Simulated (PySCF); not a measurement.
Argon: a sound run and one with changed settings

Sound run: Ar [Ar], Ar⁺ [Ne] 3s2 3p5. Calculation: PySCF 2.14, in cc-pV(D+d)Z; the non-relativistic Hamiltonian (point nucleus). In the sound run the correlated levels freeze [Ne]. The sound run starts from symmetry-adapted Hartree-Fock orbitals and uses a fine grid where one is needed.

Changed run: initial guess atom, at most 3 SCF cycles. This setting is unsound on purpose.

```json
{"species": "Ar", "method": "UHF", "sound run (hartree)": "-526.79987", "changed run (hartree)": "-526.79987", "converged": "yes"}
{"species": "Ar", "method": "LDA", "sound run (hartree)": "-525.91224", "changed run (hartree)": "-525.91224", "converged": "no"}
{"species": "Ar", "method": "PBE", "sound run (hartree)": "-527.31957", "changed run (hartree)": "-527.31957", "converged": "no"}
{"species": "Ar", "method": "MP2", "sound run (hartree)": "-526.94457", "changed run (hartree)": "-526.94457", "converged": "yes"}
{"species": "Ar", "method": "CCSD(T)", "sound run (hartree)": "-526.95954", "changed run (hartree)": "-526.95954", "converged": "yes"}
{"species": "Ar⁺", "method": "UHF", "sound run (hartree)": "-526.26075", "changed run (hartree)": "-526.26064", "converged": "no"}
{"species": "Ar⁺", "method": "LDA", "sound run (hartree)": "-525.32548", "changed run (hartree)": "-525.32547", "converged": "no"}
{"species": "Ar⁺", "method": "PBE", "sound run (hartree)": "-526.74251", "changed run (hartree)": "-526.74251", "converged": "no"}
```

The SCF was stopped early; the energies are upper bounds that still move, and correlated levels were skipped or rest on poor orbitals.
